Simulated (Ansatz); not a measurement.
fcc W (model structure)

All values below come from PBEsol (PAW; Ansatz, a program for electronic structure).

Settings: plane-wave cutoff 500 eV, 32×32×32 k mesh, Fermi–Dirac smearing 0.1 eV, no spin polarisation, scalar-relativistic PAW data made under PBE.

Cell (relaxed at this level):

```xyz
1
Lattice="0.0000 1.9994 1.9994 1.9994 0.0000 1.9994 1.9994 1.9994 0.0000" Properties=species:S:1:pos:R:3 pbc="T T T"
W      0.0000     0.0000     0.0000
```

```json
{
  "band_gap": "none"
}
```

Note: the relaxation could raise the start's symmetry but not lower it, so the cell can be a saddle point.

Spin–orbit coupling is not included.

The computed numbers hold no vibrational or temperature effects.

Computing time: around 60 core-seconds (rough).

A model structure was made by putting elements into a prototype or built by hand; it is no filed structure, need not be a known phase, and can be a saddle point held by its symmetry.
